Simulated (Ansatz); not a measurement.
Ansatz (a first-principles code) input (B3LYP-D3(BJ)/def2-TZVP):

Ansatz 0.2 input:
```yaml
crystal:
  periodic: [false, false, false]
  atoms:
    - {symbol: C, position_ang: [1.19660370, -0.36180712, 0.00808502]}
    - {symbol: C, position_ang: [0.05489069, 0.63315223, -0.00082656]}
    - {symbol: N, position_ang: [-1.25462167, -0.09763481, 0.01583444]}
    - {symbol: H, position_ang: [2.14158896, 0.17292407, -0.00613538]}
    - {symbol: H, position_ang: [1.18008414, -0.97709648, 0.90413843]}
    - {symbol: H, position_ang: [1.16940873, -1.00542334, -0.86755581]}
    - {symbol: H, position_ang: [0.08911924, 1.25399038, -0.89677705]}
    - {symbol: H, position_ang: [0.09725627, 1.27941803, 0.87675037]}
    - {symbol: H, position_ang: [-1.30742056, -0.69477120, 0.85241146]}
    - {symbol: H, position_ang: [-1.32415112, -0.70490180, -0.81219230]}
    - {symbol: H, position_ang: [-2.05138904, 0.55125565, 0.01943822]}
basis:
  gaussian:
    orbitals: def2-TZVP
hamiltonian:
  xc: b3lyp
  dispersion: d3bj
total_charge: 1
relax: {f_tol: 0.002, max_steps: 150}
```

End of the output:

```
the calculation of the forces begins
reference -3689.69017610 eV, -135.5936130098 hartree; 13, 13 occupied and 128, 128 virtual orbitals, 867 factors
Total energy: -3689.96172878 eV, -135.6035923866 hartree
Atom 0 at     1.216933    -0.365790     0.006898 Å, force     0.000421     0.000806    -0.000023 eV/Å
Atom 1 at     0.078713     0.629638    -0.000101 Å, force    -0.000117    -0.001891     0.000035 eV/Å
Atom 2 at    -1.263587    -0.095380     0.016404 Å, force     0.000924     0.001092    -0.000008 eV/Å
Atom 3 at     2.159352     0.181069    -0.005692 Å, force    -0.000071    -0.000184     0.000087 eV/Å
Atom 4 at     1.208804    -0.985828     0.905009 Å, force    -0.000079     0.000129     0.000228 eV/Å
Atom 5 at     1.198931    -1.009729    -0.874083 Å, force    -0.000106     0.000231    -0.000464 eV/Å
Atom 6 at     0.070530     1.250923    -0.893783 Å, force     0.000258     0.000348    -0.000711 eV/Å
Atom 7 at     0.079871     1.273974     0.877143 Å, force     0.000338     0.000274     0.000771 eV/Å
Atom 8 at    -1.349478    -0.684911     0.848595 Å, force    -0.000366    -0.000405     0.000670 eV/Å
Atom 9 at    -1.359233    -0.704470    -0.800493 Å, force    -0.000168    -0.000727    -0.000407 eV/Å
Atom 10 at    -2.049465     0.559609     0.013273 Å, force    -0.001032     0.000327    -0.000178 eV/Å
Dipole moment:    -0.800519    -0.053468     0.004888 e Å
```

It need not be the lowest isomer of its formula.
